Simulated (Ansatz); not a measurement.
Two structures, one formula

Two relaxed structures of C₂H₅B, closed shell (PBE0-D4/def2-TZVP; forces vanish, vibrations not checked).

A:

```xyz
8
angstrom
B 0.6708 0.2680 1.0869
C -0.1565 0.4899 -0.1862
C -0.5510 -0.5510 -0.9308
H -1.1380 -0.4402 -1.8391
H -0.4434 1.4867 -0.5167
H 1.0366 1.1783 1.7723
H 0.9564 -0.8533 1.3995
H -0.2908 -1.5663 -0.6444
```

B:

```
8
angstrom
B -0.4764 -0.4010 -0.8874
C -0.0309 1.0188 -0.5649
C 0.1801 -0.1135 0.4559
H -0.9734 -1.1706 -1.6384
H 0.8493 1.4335 -1.0491
H -0.4219 -0.0974 1.3607
H 1.1990 -0.4427 0.6423
H -0.7716 1.7789 -0.3310
```

Ansatz 0.2.0; basis: def2-TZVPP; cores frozen in the correlated methods. B3LYP uses VWN-RPA correlation.

Which structure is lower at CCSD(T), and by how much? (Judge from chemistry; the value comes from the calculation.)

Computed: A, by 0.576 eV (electronic energy, against the other). By their contacts, A is C₂H₅B ([BH2][CH][CH2]) and B is C₂H₅B ([BH]1[CH2][CH2]1).

All methods give the same order:

| method | E(B) − E(A) (eV) |
| --- | --- |
| PBE-D4 | 0.353 |
| r2SCAN-D4 | 0.363 |
| PBE0-D4 | 0.317 |
| B3LYP-D4 | 0.575 |
| wB97M-V | 0.415 |
| HF | 0.749 |
| MP2 | 0.479 |
| CCSD | 0.559 |
| CCSD(T) | 0.576 |

T1 diagnostic: at most 0.011. The restricted Hartree–Fock reference is unstable towards an unrestricted one at one or more of these structures.

Labels in which every atom is bracketed show which atoms are joined, not bond orders.

For scale, one of the runs: CCSD(T)/def2-TZVPP, 163 basis functions, launched by `ansatz run in.yaml --threads 2 --pin off --events-out ev --progress --plain --max-ram 4352MiB`. The run took 15 s on 2 CPU threads of an Arm Neoverse V2 (shared host), with 1.3 GiB of host memory at its peak.
